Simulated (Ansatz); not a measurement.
How far each method lies from UCCSDTQ for HSiC⁺, triplet

Geometry: that of the HSiC, doublet, kept fixed.

```xyz
3

Si    0.0000    0.0000    0.0756
C     0.0000    0.0000   -1.6507
H     0.0000    0.0000    1.5751
```

Basis cc-pVDZ; Ansatz 0.2.0. Correlated methods freeze the noble-gas cores, which leaves 8 electrons in 31 orbitals. Prefix R: restricted or restricted open-shell reference; prefix U: unrestricted. Active spaces: valence = (8e, 9o) chosen from the atoms' valence shells.

Full CI isn't at hand for all of this; UCCSDTQ serves as the reference, and is uncertain by about the last step of the cluster series. The frozen core follows each run's orbitals, which can shift R against U totals by a few meV.

HF rows are the lowest solutions found. Coupled cluster chose its determinant by trial CCSD, here up to 0.20 eV above the lowest Hartree–Fock solution of its kind, and MP2 stands on that determinant too. For open shells CISD and CISDTQ are restricted-active-space CI with the open shells as a complete middle space.

The UHF ⟨S²⟩ is 2.633, the ⟨S²⟩ of the determinant under UCCSD is 2.034 and the T1 diagnostic (RCCSD) is 0.0309. The largest doubles amplitude (RCCSD) is 0.086 and the T1 diagnostic (UCCSD) is 0.0353.

```tsv
level	E − E(UCCSDTQ) (kcal/mol)	share of correlation (%)	wall time
RHF	127.15	0.00	–
UHF†	120.28	–	0.6 s
RMP2	28.40	77.66	–
UMP2	29.31	76.95	–
CISD	14.52	88.58	0.96 s
RCCSD	7.69	93.95	–
UCCSD	7.66	93.97	–
RCCSD(T)	1.88	98.52	3 s
UCCSD(T)	1.94	98.47	4 s
BCCD(T)	2.04	98.39	2.6 s
RCCSDT	0.57	99.55	–
UCCSDT	0.57	99.55	–
CISDTQ	0.55	99.56	30 s (H100)
RCCSDT(Q)	0.03	99.97	7.5 s
UCCSDT(Q)	-0.03	100.02	9 s
RCCSDTQ	0.01	100.00	73 s (H100)
CASSCF (valence space)	64.33	49.41	–
NEVPT2 (valence space)	14.96	88.23	2.7 s
MRCISD (valence space)	3.17	97.51	–
MRCISD+Q (valence space)	0.02	99.98	3.9 s
MRCISD+Q(relaxed) (valence space)	-0.60	100.47	4.8 s
```

A dagger marks rows that describe another state than the reference (another or a broken symmetry, a higher spin or other natural occupations), so the difference isn't the method's error.

The correlation energy at UCCSDTQ, counted from RHF, is -5.514 eV. That run took 93 s on 2 threads of AMD EPYC 7R13 with a shared H100 80 GB, shared host.

Times hold each run's SCF and search for its determinant on a shared host, so for small cases they say little of a method's own cost; rows without a card ran on 1 thread of AMD EPYC 7R13.

Natural occupations of CASSCF (valence space) about the gap: 1.975 1.965 1.900 0.981 0.981 0.082 0.051 0.051 0.016; effectively unpaired electrons, Σ n²(2−n)², 2.09.
